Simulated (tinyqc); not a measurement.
CCSD on RHF in the sto-6g basis, for H2O, spin multiplicity 1, step by step (part 2 of 2). Computed by tinyqc, a small Python program that keeps every step (integrals from PySCF). Command: `OMP_NUM_THREADS=1 python tinyqc.py 22438 22439 out.jsonl` (the two numbers bound the seeds that draw the settings). One thread of a shared host (Intel(R) Xeon(R) Processor @ 2.60GHz), about 0.3 s of CPU time with the checks.

Geometry (angstrom):
```
atom,x,y,z
O,0.000000,0.000000,0.000000
H,0.000000,0.786000,0.766000
H,0.000000,-0.848000,0.827000
```

## CCSD: amplitude update 3

Amplitudes after update 2 (spin orbitals 1a, 1b, ...; amplitudes related by a flip of all spins are not repeated; the 24 largest):
```
from,to,t
3a 3b,7a 7b,-0.110006
4a 4b,6a 6b,-0.104845
3a 4b,6b 7a,0.058088
3a 4b,6a 6b,0.050789
3a 3b,6a 6b,-0.050225
4a 4b,7a 7b,-0.042564
3a 4b,7a 7b,-0.033614
3a 4b,6a 7b,-0.032411
2a 2b,6a 6b,-0.029548
2a 4b,6a 6b,-0.029492
3a 4a,6a 7a,0.025677
5a 5b,6a 6b,-0.023694
2a 3b,6a 7b,-0.022323
2a 2b,7a 7b,-0.022286
2a 3b,7a 7b,-0.021211
2a 3b,6a 6b,0.015085
5a 5b,7a 7b,-0.015026
2a 3b,6b 7a,0.013119
4a,6a,0.012673
4a 4b,6a 7b,0.012606
2a 4b,6b 7a,0.012036
2a 4b,6a 7b,-0.009741
2a 3a,6a 7a,-0.009204
3a 3b,6a 7b,0.008975
```

orbital energies (hartree): MO1 -20.541716, MO2 -1.215344, MO3 -0.517412, MO4 -0.459614, MO5 -0.400465, MO6 0.441764, MO7 0.530623

Given earlier and not repeated: Two-electron integrals over orbitals (pq|rs).

t_i^a D_i^a and t_ij^ab D_ij^ab are set to the remaining terms of the spin-orbital equations, evaluated with the old amplitudes; for the doubles these are <ij||ab> + 1/2 <ab||ef> t_ij^ef + 1/2 <mn||ij> t_mn^ab + P(ij)P(ab) <mb||ej> t_im^ae + terms in t^2 + terms with t1, D the orbital-energy denominators. DIIS then mixes the stored amplitudes.

DIIS coefficients: -0.814857  1.814857

Amplitudes after update 3 (spin orbitals 1a, 1b, ...; amplitudes related by a flip of all spins are not repeated; the 24 largest):
```
from,to,t
3a 3b,7a 7b,-0.116477
4a 4b,6a 6b,-0.113193
3a 4b,6b 7a,0.060113
3a 4b,6a 6b,0.055582
3a 3b,6a 6b,-0.053301
4a 4b,7a 7b,-0.045182
3a 4b,6a 7b,-0.038007
3a 4b,7a 7b,-0.036872
2a 4b,6a 6b,-0.031697
2a 2b,6a 6b,-0.029118
5a 5b,6a 6b,-0.024126
2a 3b,7a 7b,-0.022489
2a 3b,6a 7b,-0.022199
3a 4a,6a 7a,0.022106
2a 2b,7a 7b,-0.021623
4a,6a,0.016355
2a 3b,6a 6b,0.015663
2a 3b,6b 7a,0.014834
5a 5b,7a 7b,-0.014560
4a 4b,6a 7b,0.014072
2a 4b,6b 7a,0.012117
2a 4b,6a 7b,-0.010419
3a 3b,6a 7b,0.008636
2a 3a,6a 7a,-0.007365
```

correlation energy = -0.08128936 hartree

## CCSD: convergence

E_corr = 1/4 sum <ij||ab> t_ij^ab + 1/2 sum <ij||ab> t_i^a t_j^b; stop when the norm of the change is below 1e-8.

Course of the amplitude iterations:
```
update,correlation energy (hartree),norm of the change
0,-0.05703808,-
1,-0.07223353,1.03e-01
2,-0.07745139,4.37e-02
3,-0.08128936,2.02e-02
4,-0.08129038,2.34e-03
5,-0.08130949,7.49e-04
6,-0.08130852,7.42e-05
7,-0.08130895,1.83e-05
8,-0.08130901,3.39e-06
9,-0.08130898,9.13e-07
10,-0.08130898,2.57e-07
11,-0.08130899,4.69e-08
12,-0.08130899,1.22e-08
13,-0.08130899,1.90e-09
```

Converged amplitudes (spin orbitals 1a, 1b, ...; amplitudes related by a flip of all spins are not repeated; the 24 largest):
```
from,to,t
3a 3b,7a 7b,-0.116751
4a 4b,6a 6b,-0.114502
3a 4b,6b 7a,0.060166
3a 4b,6a 6b,0.055423
3a 3b,6a 6b,-0.052293
4a 4b,7a 7b,-0.044964
3a 4b,6a 7b,-0.038732
3a 4b,7a 7b,-0.036919
2a 4b,6a 6b,-0.031656
2a 2b,6a 6b,-0.029003
5a 5b,6a 6b,-0.023843
2a 3b,7a 7b,-0.022365
2a 3b,6a 7b,-0.021940
2a 2b,7a 7b,-0.021472
3a 4a,6a 7a,0.021434
4a,6a,0.017210
2a 3b,6a 6b,0.015465
2a 3b,6b 7a,0.014716
5a 5b,7a 7b,-0.014396
4a 4b,6a 7b,0.013623
2a 4b,6b 7a,0.012153
2a 4b,6a 7b,-0.010514
3a 3b,6a 7b,0.009114
2a 3a,6a 7a,-0.007224
```

CCSD total energy = -75.72026378 hartree

T1 diagnostic, norm of the one-spin t1 over sqrt(correlated electrons) = 0.006364

Converged in 13 updates, with DIIS from the third.
